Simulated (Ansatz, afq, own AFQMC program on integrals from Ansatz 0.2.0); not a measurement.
**I, doublet: AFQMC among the cluster methods**

A free I atom.

Basis def2-SVP with its core potentials. Only valence electrons are correlated. AFQMC by an in-house program on the Cholesky factors that Ansatz 0.2.0 writes for its CCSD(T) run. ph-AFQMC/CISD is guided by a CISD state made of CCSD amplitudes; releasing the constraint for a short imaginary time cuts its bias at the price of noise, slowly where states lie close. Free AFQMC starts from the CCSD state and is never constrained. Its projection time is finite, and what remains of the start isn't in its error. ± is one standard error of the sampling. No spin–orbit coupling.

Determinant: UHF, the one that the program's search chose, which needn't be the lowest solution.

No full CI on the walks' own integrals is used here; CCSDTQ serves as the reference and is uncertain by about the last step of the cluster series.

Cautions: no spin-orbit coupling; inner d shell frozen.

- T1 diagnostic: 0.0054
- weight of the determinant in the CISD state: 0.950
- ⟨S²⟩ of the determinant: 0.756
- size of the correlated space: 7 electrons in 17 orbitals

Reference: CCSDTQ, correlation energy -2.491 eV. The released energy is read at 1.50 1/Eh (meV from the phaseless value at times in 1/Eh: -0.5 ± 0.9 at 0.24, -0.6 ± 0.7 at 0.50, -0.9 ± 0.5 at 1.00, -2.1 ± 0.4 at 1.50).

```
         level  E − E(reference) (meV)  share of correlation (%)
            HF                  2490.7                      0.00
           MP2                   369.8                     85.15
          CCSD                    28.9                     98.84
       CCSD(T)                     7.7                     99.69
         CCSDT                     3.6                     99.85
      CCSDT(Q)                     0.4                     99.98
   ph-AFQMC/HF             39.7 ± 12.4                     98.41
 ph-AFQMC/CISD               2.1 ± 0.8                     99.92
released AFQMC               0.0 ± 0.4                    100.00
    free AFQMC              -0.2 ± 0.4                    100.01
```

CCSDT and higher add their correlation energy to the determinant of the CCSD(T) run, since their own runs factorise the integrals more tightly (a shift of under 2 meV). Free projections are given only where their last times agree within the noise and don't stop above the reference; a slow remainder of the start can still hide under it. A walk keeps the symmetry of its determinant, which the program's search chose and which needn't be the lowest solution, so a lower state of the same spin and another symmetry isn't excluded. Released energies are given only where the last usable release times agree within the noise; a slower fall can still hide under it.
